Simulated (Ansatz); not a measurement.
Geometry optimisation, Ansatz, RKS B3LYP-D4/cc-pVDZ.

input.yaml

```yaml
crystal:
  periodic: [false, false, false]
  atoms:
    - { symbol: C, position_ang: [0.39674, 0.75377, -1.3196] }
    - { symbol: C, position_ang: [0.17964, 0.07572, -0.3167] }
    - { symbol: C, position_ang: [0.0912, -0.19261, 1.02925] }
    - { symbol: Cl, position_ang: [0.64296, 1.23384, 2.07018] }
    - { symbol: H, position_ang: [0.42818, 0.78517, -2.38101] }
    - { symbol: H, position_ang: [0.66402, -1.04824, 1.39627] }
total_charge: -1
basis:
  gaussian: { orbitals: cc-pVDZ }
hamiltonian:
  xc: b3lyp
  dispersion: d4
relax:
  f_tol: 0.015
  max_steps: 40
```

Command:

```bash
$ ansatz run input.yaml --threads 1 --pin off --max-ram 2048MiB --backend cpu --events-out ev --progress --plain --runs-dir out
```

Q: Where does it end, and by what steps?

A: The run converged. Limits of this set-up: an anion without diffuse functions, the dipole of an ion depends on the origin. After 13 steps the energy has fallen by 0.741 eV; H5 moved furthest, 0.54 Å.

| step | energy less start (eV) | largest force component (eV/Å) | accepted |
| --- | --- | --- | --- |
| 0 | 0.0000 | 2.306 | yes |
| 1 | -0.2408 | 1.312 | yes |
| 2 | -0.3951 | 1.925 | yes |
| 3 | -0.4936 | 1.171 | yes |
| 4 | -0.6521 | 0.375 | yes |
| 5 | -0.6753 | 0.425 | yes |
| 6 | -0.6790 | 1.189 | yes |
| 7 | -0.7161 | 0.604 | yes |
| 8 | -0.7286 | 0.459 | yes |
| 9 | -0.7333 | 0.828 | yes |
| 10 | -0.7405 | 0.167 | yes |
| 11 | -0.7369 | 0.312 | no |
| 12 | -0.7412 | 0.018 | yes |
| 13 | -0.7412 | 0.013 | yes |

```xyz
6
Properties=species:S:1:pos:R:3
C 0.781 0.527 -1.581
C 0.530 0.252 -0.341
C 0.430 -0.079 0.947
Cl 0.472 1.198 2.287
H -0.088 0.767 -2.228
H 0.277 -1.058 1.396
```

The run took 20 s on 1 thread of Intel(R) Xeon(R) 6975P-C (Granite Rapids) (shared host), peak memory 0.15 GiB.
